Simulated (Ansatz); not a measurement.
Species: CH$_{3}$, SMILES `[CH3]` (charge 0, multiplicity 2).

Task: Give a relaxed geometry from r2SCAN-D4/def2-TZVP in Ansatz (an electronic-structure program).

Result: the end point of this relaxation (outside a Z-matrix the atoms follow the SMILES, hydrogens last).
Cartesian coordinates (Å) in one orientation:
```xyz
4

C      0.000     0.000     0.000
H      1.047    -0.264    -0.004
H     -0.752    -0.775     0.000
H     -0.295     1.039     0.004
```
